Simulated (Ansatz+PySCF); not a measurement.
# doublet CH₄P: levels of theory in one basis

```xyz
6

C    -0.0339    0.0000   -0.8322
P     0.5538    0.0000    0.8510
H    -0.0459    0.9240   -1.3975
H    -0.0459   -0.9240   -1.3975
H    -0.2140   -1.0451    1.3881
H    -0.2140    1.0451    1.3881
```

Basis set: cc-pVTZ on H, C; cc-pV(T+d)Z on P (spherical functions). Frozen core: 6 orbitals. Correlation on ROHF uses semicanonical orbitals with singles. Charge 0, multiplicity 2.

Computed with Ansatz (development build ahead of 0.2.0); each method stands on the lowest determinant of its kind that the runs found.

| method | E − E(ROHF) (eV) | <S²> of the determinant |
| --- | --- | --- |
| ROHF | 0.00 | 0.75 |
| UHF | -0.15 | 0.77 |
| ROHF-MP2 | -8.47 | – |
| UHF-MP2 | -8.45 | 0.77 |

Task: What does ROHF-CCSD(T) give on the same scale?

Result: -9.87 eV.
